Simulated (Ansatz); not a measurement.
## BSiH3 (SMILES B[SiH]): the energy, rung by rung

The species is BSiH3 (5 atoms), meant as a triplet with charge 0. As SMILES, `B[SiH]`. The shape is that of a GFN2-xTB optimisation.

```xyz
5

B    -0.2067   -0.7082    0.1267
Si    0.7608    0.8295   -0.3504
H    -1.3037   -0.6208    0.5495
H     0.2636   -1.7797    0.0100
H     0.4860    2.2792   -0.3358
```

Each level gives the energy change with the B1–H3 bond stretched from 1.179 to 2.358 Å (eV). The values are calculated.

```csv
level,kind,program,value (eV),less FCI/STO-3G,CPU time (all runs)
UPBE/STO-3G,GGA,Ansatz,4.51,+0.26,3.3 s
U-r2SCAN/STO-3G,meta-GGA,Ansatz,4.62,+0.37,8.2 s
U-r2SCAN0/STO-3G,hybrid meta-GGA,Ansatz,4.82,+0.57,11 s
U-wB97X/STO-3G,range-separated hybrid,Ansatz,5.15,+0.90,18 s
UB2PLYP/STO-3G,double hybrid,Ansatz,4.79,+0.54,5.4 s
UBCCD(T)/STO-3G,coupled cluster or CI,Ansatz,4.31,+0.06,0.73 s
UCCSDTQ/STO-3G,coupled cluster or CI,Ansatz,4.26,+0.01,32 s
FCI/STO-3G,exact in the basis,Ansatz,4.25,0.00,3.1 s
```

FCI/STO-3G is exact within its basis and frozen core, so for wave-function methods in that basis the difference is their error; functionals converge differently with the basis, so for them it is only a difference. The first shape isn't each level's own minimum. The values span 4.25 to 5.15 eV. Spin contamination of the reference (⟨S²⟩ at least 0.1 too high) touches UPBE/STO-3G, U-r2SCAN/STO-3G, U-r2SCAN0/STO-3G, U-wB97X/STO-3G, UB2PLYP/STO-3G, UBCCD(T)/STO-3G, UCCSDTQ/STO-3G. All rows use very small basis sets, so none should be taken for the real molecule's value. In so small a basis fixed costs decide the times, and correlated methods can beat functionals. CPU times are rough (shared hosts, several kinds of processor and program).
